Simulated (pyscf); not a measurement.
Optimised with ωB97X-D3(BJ)/def2-SVP in PySCF.

For `[O]=[Si]([OH])[OH]` + `[H]` [doublet] → `[O][Si](=[O])[OH]` [doublet] + `[H][H]`, a hydrogen abstraction (doublet surface; H–O broken, H–H formed), PBE/def2-TZVP gives ΔE‡ = 14.3 kcal/mol and ΔE = +13.2 kcal/mol (zero: the separated reactants). In which direction and how far do r²SCAN/def2-TZVP, PBE0-D3(BJ)/def2-TZVP, ωB97M-D3(BJ)/def2-TZVP move these?

r²SCAN: ΔE‡ = 16.1 kcal/mol, ΔE = +13.1 kcal/mol; PBE0-D3(BJ): ΔE‡ = 22.5 kcal/mol, ΔE = +19.0 kcal/mol; ωB97M-D3(BJ): ΔE‡ = 25.7 kcal/mol, ΔE = +19.1 kcal/mol. PBE's barrier lies under all of them, by 1.7 to 11.4 kcal/mol. Its reaction energy matches one of them and lies within 5.9 kcal/mol of the others. This is the saddle that the search found; another between the same sides may lie lower. The angle at the transferred H is 165°.
